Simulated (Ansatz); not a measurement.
# C2HAl: the cost of one run

All numbers below are computed with Ansatz 0.2.0 (RKS PBE-D4/def2-SVPD).

### 1 The starting structure

Bond lengths: C1–C2 1.329 Å, C1–Al3 1.934 Å, C2–Al3 1.934 Å, Al3–H4 1.568 Å. Angles: C1–C2–Al3 69.9°, C2–C1–Al3 69.9°, C1–Al3–C2 40.2°, C1–Al3–H4 159.9°, C2–Al3–H4 159.9°.

Coordinates:

```xyz
4

C     1.0650   -0.4565    0.8883
C    -0.1727   -0.4697    1.3714
Al   -0.1769    0.1837   -0.4485
H    -0.7154    0.7425   -1.8112
```

### 2 End point A

Contents of input.yaml:

```yaml
crystal:
  periodic: [false, false, false]
  atoms:
    - { symbol: C, position_ang: [1.06498, -0.45646, 0.8883] }
    - { symbol: C, position_ang: [-0.17269, -0.46971, 1.37142] }
    - { symbol: Al, position_ang: [-0.1769, 0.18371, -0.44854] }
    - { symbol: H, position_ang: [-0.71539, 0.74246, -1.81119] }
basis:
  gaussian: { orbitals: def2-SVPD }
hamiltonian:
  xc: pbe
  dispersion: d4
relax:
  f_tol: 0.02
  max_steps: 50
```

Started as:

```bash
> ansatz run input.yaml --threads 1 --pin off --max-ram 2048MiB --backend cpu --events-out ev --progress --plain --runs-dir out
```

Q: Estimate wall time and peak memory on 1 thread of an x86-64 CPU, shared host.

About 7.7 s, with a peak of 0.13 GiB.
